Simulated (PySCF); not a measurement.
Compound: 2,3-hexadiene, C6H10.
Atom-mapped SMILES: `[CH3:1][CH:2]=[C:3]=[CH:4][CH2:5][CH3:6]` (hydrogens: H7, H8, H9 on C1; H10 on C2; H11 on C4; H12, H13 on C5; H14, H15, H16 on C6)

Method: core-valence-separated Tamm–Dancoff BHandHLYP/aug-pcX-1 (pcseg-1 on H) in PySCF, non-relativistic, gas phase, PBE0-D3(BJ)/def2-SVP geometry. No empirical shift is added; at this level the pattern usually sits a few eV under experiment.

Problem. Give energies, oscillator strengths and core holes at the C K edge.

Solution. 
```json
{"E (eV)": "283.14", "f": "0.0630", "core hole on": "C3", "main final orbital": "spread", "polarisation": "–"}
{"E (eV)": "283.18", "f": "0.0630", "core hole on": "C3", "main final orbital": "spread", "polarisation": "–"}
{"E (eV)": "283.38", "f": "0.0592", "core hole on": "C4", "main final orbital": "spread", "polarisation": "normal to the local trigonal plane"}
{"E (eV)": "283.46", "f": "0.0596", "core hole on": "C2", "main final orbital": "LUMO+6 (34 %)", "polarisation": "normal to the local trigonal plane"}
{"E (eV)": "285.31", "f": "0.0080", "core hole on": "C6", "main final orbital": "LUMO+1 (56 %)", "polarisation": "–"}
{"E (eV)": "285.50", "f": "0.0057", "core hole on": "C1", "main final orbital": "LUMO (63 %)", "polarisation": "–"}
{"E (eV)": "285.51", "f": "0.0110", "core hole on": "C4", "main final orbital": "spread", "polarisation": "in the local trigonal plane"}
{"E (eV)": "285.53", "f": "0.0092", "core hole on": "C2", "main final orbital": "LUMO (49 %)", "polarisation": "in the local trigonal plane"}
{"E (eV)": "285.69", "f": "0.0118", "core hole on": "C5", "main final orbital": "LUMO (42 %)", "polarisation": "–"}
{"E (eV)": "285.99", "f": "0.0264", "core hole on": "C6", "main final orbital": "LUMO+3 (38 %)", "polarisation": "–"}
{"E (eV)": "286.08", "f": "0.0103", "core hole on": "C1", "main final orbital": "LUMO+6 (46 %)", "polarisation": "–"}
{"E (eV)": "286.14", "f": "0.0247", "core hole on": "C6", "main final orbital": "spread", "polarisation": "–"}
{"E (eV)": "286.28", "f": "0.0198", "core hole on": "C5", "main final orbital": "LUMO+2 (39 %)", "polarisation": "–"}
{"E (eV)": "286.33", "f": "0.0257", "core hole on": "C1", "main final orbital": "LUMO+2 (32 %)", "polarisation": "–"}
{"E (eV)": "286.35", "f": "0.0103", "core hole on": "C5", "main final orbital": "spread", "polarisation": "–"}
{"E (eV)": "286.45", "f": "0.0047", "core hole on": "C6", "main final orbital": "LUMO+2 (36 %)", "polarisation": "–"}
{"E (eV)": "286.50", "f": "0.0016", "core hole on": "C3 + C4", "main final orbital": "LUMO (33 %)", "polarisation": "–"}
{"E (eV)": "286.51", "f": "0.0242", "core hole on": "C1", "main final orbital": "spread", "polarisation": "–"}
{"E (eV)": "286.52", "f": "0.0029", "core hole on": "C2 + C4", "main final orbital": "spread", "polarisation": "–"}
{"E (eV)": "286.53", "f": "0.0012", "core hole on": "C2 + C3", "main final orbital": "spread", "polarisation": "–"}
{"E (eV)": "286.67", "f": "0.0211", "core hole on": "C1", "main final orbital": "spread", "polarisation": "–"}
{"E (eV)": "286.70", "f": "0.0044", "core hole on": "C6", "main final orbital": "LUMO (46 %)", "polarisation": "–"}
{"E (eV)": "286.71", "f": "0.0206", "core hole on": "C5", "main final orbital": "LUMO+6 (40 %)", "polarisation": "–"}
{"E (eV)": "286.89", "f": "0.0033", "core hole on": "C1", "main final orbital": "LUMO+4 (36 %)", "polarisation": "–"}
{"E (eV)": "286.95", "f": "0.0024", "core hole on": "C5", "main final orbital": "LUMO+1 (39 %)", "polarisation": "–"}
{"E (eV)": "286.97", "f": "0.0040", "core hole on": "C2", "main final orbital": "spread", "polarisation": "in the local trigonal plane"}
{"E (eV)": "286.99", "f": "0.0044", "core hole on": "C4", "main final orbital": "LUMO+3 (36 %)", "polarisation": "in the local trigonal plane"}
```

The first line with a tenth or more of the strongest one's intensity is at 283.14 eV (f = 0.063), with the hole on C3 (central carbon of cumulated double bonds). The strongest listed is at 283.18 eV (f = 0.063; C3).

Roots within 0.03 eV whose holes lie on the same, on equivalent or on shared atoms are summed into one line, and the highest roots are left out, as the search may have cut off their partners. Final orbitals are the ground state's empty Kohn–Sham orbitals. A dash: too weak, shared between unlike atoms, or no plane or axis to refer to.

Problem. What is the summed oscillator strength of the listed C K lines, and their intensity-weighted mean energy?

Solution. Σf = 0.502 over 27 lines from 283.14 to 286.99 eV; the weighted mean is 284.80 eV. The strongest line holds 13 % of the sum.

The ionisation thresholds weren't computed; near and above them a finite basis only mimics Rydberg series and continuum.

Hardware: one thread, AMD EPYC 9R45 (x86_64) (shared host). Cost: 9.9 s of wall time, 1.1 GiB resident at most.

The values belong to the conformer `[CH3:1][CH:2]=[C:3]=[CH:4][CH2:5][CH3:6]`: C3–C4–C5–C6 117°.
